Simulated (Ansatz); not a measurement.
Relaxation of H₂MgN (4 atoms, charge 0, multiplicity 2), to a largest force component of 0.02 eV/Å in at most 40 steps.

The calculation used Ansatz 0.2.0, UKS B3LYP-D4/6-31G.

```xyz
4
Properties=species:S:1:pos:R:3
N -0.328 0.219 0.059
Mg 1.509 -0.157 0.815
H -0.953 -0.625 0.073
H -0.172 0.502 -0.967
```

Problem. Where does it end, and by what steps?

Solution. The forces met the threshold. Limits of this set-up: no polarisation functions. After 4 steps the energy has fallen by 0.330 eV; N1 moved furthest, 0.33 Å.

```
step  energy less start (eV)  largest force component (eV/Å)  accepted
   0                  0.0000                           1.455       yes
   1                 -0.1494                           1.340       yes
   2                 -0.3218                           0.479       yes
   3                 -0.3303                           0.037       yes
   4                 -0.3305                           0.012       yes
```

```xyz
4
Properties=species:S:1:pos:R:3
N -0.141 -0.002 -0.097
Mg 1.484 -0.118 0.883
H -0.993 -0.517 0.112
H -0.295 0.577 -0.919
```

Whether the end is a true minimum wasn't checked by a vibrational analysis.

The run took 3.8 s on 1 thread of Intel(R) Xeon(R) 6975P-C (Granite Rapids), with other jobs on the host, peak memory 0.12 GiB.
